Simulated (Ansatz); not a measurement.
# BFH2 (charge -1), SMILES [BH2-]F: a search for lower mean-field states

Program: the Ansatz DFT code, driven from Python.

The cells in order, each with its output:

**Cell 1**
```python
import warnings

import ansatz as az
from ase import Atoms
import numpy as np
```

**Cell 2**
```python
BASIS = "6-31G*"
FUNCTIONAL = "b3lyp"
VDW = "d3bj"
NET_CHARGE = -1

warnings.simplefilter("ignore", az.DeckWarning)
```

**Cell 3**
```python
atoms = Atoms(["B", "F", "H", "H"], positions=[
    [-0.0793, 0.008, 0.3157],
    [1.3049, -0.17, -0.0916],
    [-0.4867, 1.0453, -0.1048],
    [-0.7389, -0.8833, -0.1194],
])
geometry = az.Crystal.molecule_from_ase(atoms)
symbols = [site.symbol for site in geometry.cartesian_sites]
```

**Cell 4**
```python
start = np.array([site.position_ang for site in geometry.cartesian_sites])
for factor in [1.0, 1.25, 1.6]:
    xyz = (start - start.mean(axis=0)) * factor
    scaled = az.Crystal.molecule()
    for symbol, place in zip(symbols, xyz):
        scaled = scaled.atom(symbol, place.tolist())
    calc = (
        scaled.calculation()
        .basis(gaussian=BASIS)
        .functional(FUNCTIONAL, dispersion=VDW)
        .charge(NET_CHARGE)
        .spin("collinear", total=1)
    )
    for search in ("off", "standard"):
        try:
            summary = calc.scf(lower_state_search=search).run().report
        except az.AnsatzError as error:
            print(f"x{factor} search {search}: {type(error).__name__}")
            continue
        state = summary["mean_field"]["state"]
        print(f"all distances x{factor}, search {search:8s} E = {summary['free_energy_ev']:.5f} eV  <S^2> = {abs(state['spin_squared']):.3f}  other states met: {len(summary['mean_field']['others'])}")
```
Output:
```text
all distances x1.0, search off      E = -3424.94370 eV  <S^2> = 0.751  other states met: 0
all distances x1.0, search standard E = -3424.94370 eV  <S^2> = 0.751  other states met: 0
all distances x1.25, search off      E = -3423.29980 eV  <S^2> = 0.751  other states met: 0
all distances x1.25, search standard E = -3423.29980 eV  <S^2> = 0.751  other states met: 0
all distances x1.6, search off      E = -3419.25847 eV  <S^2> = 0.769  other states met: 0
all distances x1.6, search standard E = -3419.25847 eV  <S^2> = 0.769  other states met: 0
```

Notes:
- Total energies depend on the basis set; only differences at equal settings carry meaning.
- The count of other states can hold repeated and symmetry-equivalent ends of the search; scaling all distances is a test, and for more than two atoms no physical path.
- The structure is a rough, unrelaxed start.
- The species is open-shell (spin multiplicity 2).
- b3lyp holds the VWN-RPA fit, as in Gaussian; the form of ORCA and Turbomole is b3lyp5.
- Anions want diffuse functions, which this basis lacks.
- Hardware and time: 1.7 s on 1 thread of AMD EPYC 9R45 (Zen 5) (shared host), peak memory 0.17 GiB.

(Lines on the test bed's own set-up are left out of the output.)
